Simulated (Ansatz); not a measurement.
# CHOSi+ (quintet): wave-function methods side by side, def2-QZVPP

The task here is to estimate one member of a computed series from the others.

The runs use Ansatz 0.2.0, Gaussian basis; def2-QZVPP, core rule «outside noble gas», up to 7 orbitals frozen.

To be run: UHF; ROHF; CCSD(T) on UHF.

## What is computed

The geometry is a PBE0/def2-TZVP stationary point (not a proven minimum) of the parent state, kept for this charge and spin.

4 atoms, charge 1, spin multiplicity 5.

Atoms are counted from 1 here; the program's logs count them from 0.

Bond lengths: O1–C2 1.195 Å, C2–Si3 1.957 Å, C2–H4 1.107 Å. Angles: O1–C2–Si3 126.3°, O1–C2–H4 123.6°, Si3–C2–H4 110.1°.

Set-up of the first run:

in.yaml reads:

```yaml
crystal:
  periodic: [false, false, false]
  atoms:
    - {symbol: O, position_ang: [0.000000, -0.313583, 1.598105]}
    - {symbol: C, position_ang: [0.000000, 0.436706, 0.668068]}
    - {symbol: Si, position_ang: [0.000000, -0.063363, -1.223700]}
    - {symbol: H, position_ang: [0.000000, 1.539364, 0.769440]}
basis:
  gaussian: {orbitals: "def2-QZVPP.json"}
total_charge: 1
magnetization: {spin_polarized: true, initial_magnetization: 4}
hamiltonian: {xc: hf}
output: {orbitals: {seedname: orbitals}}
```

The run is started by

```bash
> ansatz run in.yaml --threads 1 --pin off --events-out ev --progress --plain --max-ram 2393MiB
```

Among the steps run: UHF; ROHF; CCSD(T) on UHF.

One of the session's tables, all rows but one given; the rest of the session is left out.

It belongs to the step «Misses and costs». 

| method | from UCCSD(T) (kJ/mol) |
| --- | --- |
| ROHF | +1203.2 |
| UHF | ? |
| UMP2 | +131.9 |
| UCCSD | +54.3 |
| UCCSD(T) | 0 |

Q: Estimate the row for UHF from the others.

**Answer.** from UCCSD(T) (kJ/mol): +1176.2. In the column «from UCCSD(T) (kJ/mol)» it lies between UMP2 (+131.9) and ROHF (+1203.2).
